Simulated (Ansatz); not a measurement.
**NaNH2 (SMILES [NH2][Na]): single points off equilibrium**

The task here is to estimate one member of a computed series from the others.

Computed with Ansatz 0.2.0, Gaussian basis. Level: single points in def2-TZVPP.

Correlated methods freeze the cores. The outer core shell of Li, Na, Mg and K is correlated.

## The system as given

SMILES `[NH2][Na]`, 4 atoms, charge 0, spin multiplicity 1.

Atoms are counted from 1 here; the program's logs count them from 0.

Bond lengths: N1–Na2 2.115 Å, N1–H3 0.939 Å, N1–H4 1.079 Å. Angles: Na2–N1–H3 121.4°, Na2–N1–H4 120.4°, H3–N1–H4 102.5°.

As a file:

```tsv
atom	x (Å)	y (Å)	z (Å)
N1	-0.27240	0.13300	0.06030
Na2	1.64270	-0.21890	0.88500
H3	-0.92030	-0.54510	0.02180
H4	-0.37230	0.60610	-0.90480
```

Set-up of the first run:

The input, run/in.yaml:

```yaml
crystal:
  periodic: [false, false, false]
  atoms:
    - {symbol: N, position_ang: [-0.272400, 0.133000, 0.060300]}
    - {symbol: Na, position_ang: [1.642700, -0.218900, 0.885000]}
    - {symbol: H, position_ang: [-0.920300, -0.545100, 0.021800]}
    - {symbol: H, position_ang: [-0.372300, 0.606100, -0.904800]}
basis:
  gaussian: {orbitals: def2-TZVPP}
correlation: {method: ccsd_t}
output: {forces: true}
```

The command line of these runs was not kept.

Among the steps run: CCSD(T)/def2-TZVPP; PBE0-D4/def2-TZVPP; wB97M-V/def2-TZVPP; r2SCAN-D4/def2-TZVPP; PBE-D4/def2-TZVPP; B97M-V/def2-TZVPP; r2SCAN0-D4/def2-TZVPP.

One table of the session follows, with a row left open; its other results are not shown here.

```
    method  RMS force component (eV/Å)  angle to CCSD(T) forces (°)  dipole (D)
   CCSD(T)                       2.061                    reference        6.57
   PBE0-D4                       2.068                          1.7        6.24
   wB97M-V                       2.042                          1.9        6.43
 r2SCAN-D4                           ?                            ?           ?
    PBE-D4                       2.117                          4.7        5.49
    B97M-V                       2.017                          2.9        5.86
r2SCAN0-D4                       2.031                          4.0        6.58
```

Q: Estimate the row for r2SCAN-D4 from the others.

The run gave: RMS force component (eV/Å): 2.053; angle to CCSD(T) forces (°): 1.1; dipole (D): 6.19. In the column «RMS force component (eV/Å)» it lies between wB97M-V (2.042) and CCSD(T) (2.061).
